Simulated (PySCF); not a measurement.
BeH, charge +1. Atoms are numbered in the order given.

```xyz
2

Be     0.0000     0.0000    -0.2647
H      0.0000     0.0000     1.0589
```
Charge +1, spin multiplicity 1.

Geometry optimised at PBE0-D3(BJ)/def2-TZVPD. The multiplicity is an assumed one; other spin states were not compared.

These are PBE/def2-TZVPD (PySCF) values and carry that method's errors.

Mulliken values depend strongly on the basis, most of all with diffuse functions as here. ESP charges are fitted to the potential on shells at 1.4 to 2.0 van der Waals radii. Atomic charges (e):

| atom | Mulliken | ESP fit | meta-Löwdin |
|---|---|---|---|
| Be1 | 0.55 | 1.29 | 1.24 |
| H2 | 0.45 | -0.29 | -0.24 |
